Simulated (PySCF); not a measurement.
Geometry (Å), atoms numbered from 1 in this order:
```xyz
6

F    -1.5210   -0.9900   -0.8642
P    -0.8126    0.4147   -0.4720
F    -1.6951    0.6239    0.8719
P     0.9754   -0.4224    0.4867
H     1.4520    0.8710    0.7151
H     1.6043   -0.4953   -0.7591
```

Theory: PBE0/pcSseg-1 with gauge-including orbitals, GFN2-xTB structure, in PySCF (non-relativistic, no solvent model, one conformer, rapidly exchanging positions averaged).

Referencing at the same level of theory: 1H (σref 31.72) vs TMS; CFCl3 for 19F (σref 170.95); 31P (σref 318.38) against H3PO4.

| atoms | nucleus | count | δ (ppm) |
| --- | --- | --- | --- |
| P2 | 31P | 1 | ? |
| F1/F3 | 19F | 2 | -108.0 |
| H5/H6 | 1H | 2 | ? |
| P4 | 31P | 1 | -170.2 |

Fill in the missing shifts.

Answers


- H5/H6: 2.52 ppm, hydrogen on a phosphorus bonded to P
- P2: 339.7 ppm, phosphorus bonded to 2 F, P

Unscaled 19F shifts against computed CFCl3 carry errors that often reach 10 to 50 ppm. Experimental scales use liquid or dissolved standards, which lie at an offset from isolated H3PO4.
